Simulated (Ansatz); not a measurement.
## Active spaces for CHO2 (charge -1), singlet

Calculated in Ansatz's Gaussian-basis code. Basis cc-pVDZ, nonrelativistic, 3 orbitals frozen in the corrections. State-specific CASSCF; RHF is the lowest restricted (open-shell) Hartree–Fock solution met. Letters tell apart solutions met in one space. No symmetry is imposed, so a solution can break that of the shape. No proof that the lowest CASSCF solution was found.

Geometry:

```xyz
4

C     0.0000    0.0000   -0.2809
O     0.0000    1.0414    0.1900
O     0.0000   -1.0414    0.1900
H     0.0000    0.0000   -1.3552
```

CASSCF less RHF, in eV, and natural occupations:

```
    CAS  CASSCF       occupations
(4,3) a  -0.566  1.99, 1.97, 0.03
(4,3) b  -0.409  2.00, 1.98, 0.02
```

Task: What totals less RHF do the corrections give on each solution?

Result: 

```csv
CAS,SC-NEVPT2
"(4,3) a",-13.278
"(4,3) b",-12.960
```

Task: In CAS(4,3), is the solution lowest in CASSCF also lowest after SC-NEVPT2?

Result: Yes: (4,3) a stays lowest, 0.32 eV under the next.
